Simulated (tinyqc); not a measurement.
CCSD on RHF in the sto-6g basis, for BH3, spin multiplicity 1, step by step. One step of it, computed by the program tinyqc.

Task: CCSD: starting amplitudes. t_ij^ab = <ij||ab> / (e_i + e_j - e_a - e_b), whose energy is MP2.

orbital energies (hartree): MO1 -7.535826, MO2 -0.619971, MO3 -0.424376, MO4 -0.424227, MO5 0.238911, MO6 0.527276, MO7 0.621298, MO8 0.621675

Two-electron integrals over orbitals (pq|rs), unique and non-zero (hartree):
```
(11|11) 2.900212    (21|11) -0.248351   (21|21) 0.033944    (22|11) 0.588112
(22|21) -0.008256   (22|22) 0.426134    (31|31) 0.006880    (32|31) 0.011154
(32|32) 0.115765    (33|11) 0.512598    (33|21) -0.002935   (33|22) 0.416616
(33|33) 0.468201    (41|11) -0.000028   (41|21) 2.73e-06    (41|22) -4.85e-06
(41|33) -0.003401   (41|41) 0.006880    (42|11) -0.000012   (42|21) -2.43e-06
(42|22) -0.000053   (42|33) -0.064141   (42|41) 0.011150    (42|42) 0.115680
(43|31) -0.003401   (43|32) -0.064145   (43|43) 0.050178    (44|11) 0.512560
(44|21) -0.002936   (44|22) 0.416539    (44|33) 0.367737    (44|41) 0.003406
(44|42) 0.064192    (44|44) 0.468238    (51|11) -0.007045   (51|21) 0.000914
(51|22) -0.000468   (51|33) -0.000222   (51|41) 1.19e-07    (51|42) 1.22e-08
(51|44) -0.000222   (51|51) 0.022142    (52|11) 0.004467    (52|21) -0.000274
(52|22) -0.000066   (52|33) -0.000240   (52|41) -2.46e-08   (52|42) 3.35e-07
(52|44) -0.000240   (52|51) 0.020815    (52|52) 0.067886    (53|31) 0.000098
(53|32) -0.000892   (53|43) 0.000879    (53|53) 0.015781    (54|11) 1.21e-06
(54|21) -5.50e-08   (54|22) 7.14e-07    (54|33) 0.000879    (54|41) 0.000098
(54|42) -0.000891   (54|44) -0.000880   (54|51) 2.57e-06    (54|52) 0.000006
(54|54) 0.015778    (55|11) 0.743001    (55|21) -0.009016   (55|22) 0.452759
(55|33) 0.414060    (55|41) -8.68e-07   (55|42) -0.000009   (55|44) 0.414033
(55|51) 0.000900    (55|52) 0.005214    (55|54) 1.15e-06    (55|55) 0.587123
(61|11) -0.280829   (61|21) 0.039279    (61|22) -0.008873   (61|33) -0.002967
(61|41) 0.000007    (61|42) 4.03e-06    (61|44) -0.002963   (61|51) 0.000514
(61|52) -0.000791   (61|54) -6.26e-08   (61|55) -0.007960   (61|61) 0.045570
(62|11) 0.231718    (62|21) -0.009540   (62|22) 0.048123    (62|33) 0.021792
(62|41) 9.26e-07    (62|42) 0.000019    (62|44) 0.021812    (62|51) -0.000773
(62|52) -0.000010   (62|54) 6.65e-08    (62|55) 0.116410    (62|61) -0.010123
(62|62) 0.075106    (63|31) 0.003501    (63|32) -0.044656   (63|43) 0.043273
(63|53) 0.001019    (63|63) 0.063591    (64|11) 0.000100    (64|21) -2.88e-06
(64|22) 0.000053    (64|33) 0.043304    (64|41) 0.003504    (64|42) -0.044625
(64|44) -0.043293   (64|51) -1.12e-07   (64|52) 1.98e-07    (64|54) 0.001019
(64|55) 0.000056    (64|61) -1.01e-06   (64|62) 0.000022    (64|64) 0.063606
(65|11) -0.003769   (65|21) -0.000103   (65|22) -0.001691   (65|33) -0.000651
(65|41) 6.91e-08    (65|42) 3.93e-07    (65|44) -0.000651   (65|51) 0.022445
(65|52) 0.063127    (65|54) 0.000013    (65|55) -0.000212   (65|61) -0.000688
(65|62) -0.003289   (65|64) -8.91e-07   (65|65) 0.063218    (66|11) 0.601065
(66|21) -0.011484   (66|22) 0.419128    (66|33) 0.415657    (66|41) 4.11e-06
(66|42) 0.000027    (66|44) 0.415673    (66|51) -0.001540   (66|52) -0.003045
(66|54) -4.37e-07   (66|55) 0.441557    (66|61) -0.012163   (66|62) 0.029473
(66|64) 0.000014    (66|65) -0.003924   (66|66) 0.433107    (71|11) 0.000060
(71|21) -0.000011   (71|22) -4.22e-06   (71|33) -0.004845   (71|41) 0.012238
(71|42) 0.017709    (71|44) 0.004855    (71|51) -9.83e-08   (71|52) 1.56e-07
(71|54) 0.000184    (71|55) 1.50e-06    (71|61) -4.69e-06   (71|62) 0.000005
(71|64) 0.006184    (71|65) 2.82e-07    (71|66) 0.000012    (71|71) 0.021896
(72|11) -0.000070   (72|21) 1.51e-06    (72|22) -3.95e-06   (72|33) 0.022505
(72|41) 0.007934    (72|42) -0.000342   (72|44) -0.022510   (72|51) 1.58e-07
(72|52) -6.34e-07   (72|54) 0.001143    (72|55) -0.000032   (72|61) 0.000006
(72|62) -0.000029   (72|64) 0.046889    (72|65) 1.04e-06    (72|66) 4.06e-06
(72|71) 0.013379    (72|72) 0.049329    (73|31) 0.002311    (73|32) 0.046827
(73|43) -0.024045   (73|53) -0.000689   (73|63) -0.032040   (73|73) 0.033353
(74|11) 0.209708    (74|21) -0.004770   (74|22) 0.051112    (74|33) 0.052262
(74|41) -0.002311   (74|42) -0.046807   (74|44) 0.004125    (74|51) -0.000022
(74|52) 0.001955    (74|54) 0.000689    (74|55) 0.105562    (74|61) -0.004680
(74|62) 0.072586    (74|64) 0.032073    (74|65) -0.001209   (74|66) 0.028232
(74|71) -0.004000   (74|72) 0.010765    (74|74) 0.107632    (75|11) 6.29e-07
(75|21) -3.95e-08   (75|22) -7.52e-07   (75|33) -0.001306   (75|41) 0.000334
(75|42) 0.002529    (75|44) 0.001308    (75|51) -4.94e-06   (75|52) -0.000016
(75|54) 0.016139    (75|55) -1.62e-07   (75|61) 2.85e-07    (75|62) 1.15e-06
(75|64) -0.001149   (75|65) -0.000009   (75|66) 1.43e-06    (75|71) 0.000565
(75|72) 0.000285    (75|74) -0.001053   (75|75) 0.020751    (76|11) 0.000008
(76|21) -1.62e-06   (76|22) -0.000043   (76|33) -0.058976   (76|41) 0.011979
(76|42) 0.106208    (76|44) 0.059037    (76|51) 3.09e-07    (76|52) 1.27e-06
(76|54) -0.001160   (76|55) -1.44e-06   (76|61) 0.000006    (76|62) 0.000022
(76|64) -0.047006   (76|65) 1.03e-06    (76|66) 0.000033    (76|71) 0.019710
(76|72) -0.004772   (76|74) -0.049360   (76|75) 0.002210    (76|76) 0.109714
(77|11) 0.663821    (77|21) -0.008543   (77|22) 0.440550    (77|33) 0.398711
(77|41) -0.000438   (77|42) 0.030117    (77|44) 0.466830    (77|51) -0.000200
(77|52) 0.000982    (77|54) -0.000778   (77|55) 0.467716    (77|61) -0.008423
(77|62) 0.053206    (77|64) -0.037129   (77|65) -0.000719   (77|66) 0.443794
(77|71) -0.001396   (77|72) -0.028353   (77|74) 0.048225    (77|75) 0.000559
(77|76) 0.030660    (77|77) 0.509110    (81|31) 0.012240    (81|32) 0.017717
(81|43) -0.004847   (81|53) 0.000184    (81|63) 0.006181    (81|73) 0.004001
(81|81) 0.021904    (82|31) 0.007933    (82|32) -0.000375   (82|43) 0.022509
(82|53) 0.001143    (82|63) 0.046894    (82|73) -0.010808   (82|81) 0.013379
(82|82) 0.049333    (83|11) 0.209721    (83|21) -0.004771   (83|22) 0.051076
(83|33) 0.004172    (83|41) 0.002310    (83|42) 0.046792    (83|44) 0.052281
(83|51) -0.000022   (83|52) 0.001956    (83|54) -0.000688   (83|55) 0.105562
(83|61) -0.004679   (83|62) 0.072600    (83|64) -0.032001   (83|65) -0.001209
(83|66) 0.028260    (83|71) 0.004001    (83|72) -0.010814   (83|74) 0.043509
(83|75) 0.001054    (83|76) 0.049358    (83|77) 0.070306    (83|83) 0.107615
(84|31) 0.002312    (84|32) 0.046811    (84|43) -0.024031   (84|53) -0.000689
(84|63) -0.032021   (84|73) 0.030774    (84|81) 0.004003    (84|82) -0.010795
(84|84) 0.033332    (85|31) 0.000334    (85|32) 0.002530    (85|43) -0.001306
(85|53) 0.016141    (85|63) -0.001149   (85|73) 0.001054    (85|81) 0.000565
(85|82) 0.000284    (85|84) 0.001054    (85|85) 0.020752    (86|31) 0.011980
(86|32) 0.106246    (86|43) -0.058956   (86|53) -0.001161   (86|63) -0.047007
(86|73) 0.049371    (86|81) 0.019715    (86|82) -0.004794   (86|84) 0.049357
(86|85) 0.002211    (86|86) 0.109715    (87|31) 0.000430    (87|32) -0.030193
(87|43) 0.034077    (87|53) 0.000779    (87|63) 0.037178    (87|73) -0.011063
(87|81) 0.001386    (87|82) 0.028343    (87|84) -0.011051   (87|85) -0.000560
(87|86) -0.030703   (87|87) 0.034264    (88|11) 0.663904    (88|21) -0.008546
(88|22) 0.440604    (88|33) 0.466873    (88|41) 0.000432    (88|42) -0.030167
(88|44) 0.398676    (88|51) -0.000200   (88|52) 0.000982    (88|54) 0.000779
(88|55) 0.467747    (88|61) -0.008426   (88|62) 0.053196    (88|64) 0.037209
(88|65) -0.000719   (88|66) 0.443807    (88|71) 0.001393    (88|72) 0.028331
(88|74) 0.070328    (88|75) -0.000559   (88|76) -0.030690   (88|77) 0.440650
(88|83) 0.048223    (88|88) 0.509189
```

Give: Starting amplitudes; correlation energy.

Result:

Starting amplitudes (spin orbitals 1a, 1b, ...; amplitudes related by a flip of all spins are not repeated; the 24 largest):
```
from      to        t
4a 4b  7a 7b  -0.0515
3a 3b  8a 8b  -0.0514
2a 2b  5a 5b  -0.0395
4a 4b  6a 6b  -0.0334
3a 3b  6a 6b  -0.0334
2a 4b  6a 7b  -0.0331
2a 3b  6a 8b  -0.0331
2a 2b  6a 6b  -0.0327
2a 4b  6b 7a   0.0214
2a 3b  6b 8a   0.0214
3a 4b  7b 8a   0.0208
2a 2b  7a 7b  -0.0199
2a 2b  8a 8b  -0.0199
4a 4b  6a 7b  -0.0161
3a 3b  6a 7b   0.0160
3a 4b  6a 8b   0.0160
3a 4b  6b 8a  -0.0160
3a 3b  7a 7b  -0.0159
4a 4b  8a 8b  -0.0159
3a 4b  7a 8b  -0.0147
4a 4b  5a 5b  -0.0119
3a 3b  5a 5b  -0.0119
2a 3a  6a 8a  -0.0117
2a 4a  6a 7a  -0.0117
```

correlation energy = -0.046609 hartree
